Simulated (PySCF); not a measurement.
# Bond curve of NaF⁻

Set-up: PySCF, spin-free X2C with a Gaussian nucleus, basis sets Na aug-cc-pVDZ-DK, F aug-cc-pVDZ-DK. Energies in eV from Na + F⁻ in their ground configurations at the same level. State: ²Σ⁺ (doublet), unpaired electrons σ ↑.

```
R (Å)  B2PLYP    PBE0
1.736  -1.468  -1.539
1.816  -1.740  -1.805
1.897  -1.884  -1.945
1.958  -1.932  -1.991
2.018  -1.945  -2.003
2.079  -1.932  -1.988
2.159  -1.887  -1.942
2.260  -1.804  -1.856
2.381  -1.684  -1.733
2.543  -1.513  -1.559
```

Question: Put a parabola through the three lowest points of the B2PLYP curve and estimate Re, k and ωe (reduced mass 10.4 u; 1 eV/Å² = 0.16022 mdyn/Å; ωe = 1302.8·√(k/μ) cm⁻¹).

Answer: Through R = 1.958, 2.018, 2.079 Å the second-order coefficient is 3.55 eV/Å², so Re ≈ 2.019 Å, k ≈ 1.14 mdyn/Å and ωe ≈ 431 cm⁻¹. A polynomial fit of higher order to the unrounded B2PLYP energies gives Re = 2.014 Å, k = 1.15 mdyn/Å, ωe = 433 cm⁻¹; anharmonicity and rounding make the difference.

The higher-order fit for each curve: B2PLYP: Re = 2.014 Å, ωe = 433 cm⁻¹, De = 1.95 eV; PBE0: Re = 2.011 Å, ωe = 434 cm⁻¹, De = 2.00 eV.

Correlated steps freeze 2 core orbitals. For an ion De counts to the pair picked by the measured ionisation energies or electron affinities, which need not be the lowest pair at this level. The highest Kohn–Sham level is positive in this anion. Much of that is self-interaction error, but it also means that the finite basis helps to hold the extra electron. B2PLYP dipoles, levels and charges come from its SCF part alone. The state is the lowest determinant that a PBE0 search found; another state may lie lower at other levels.
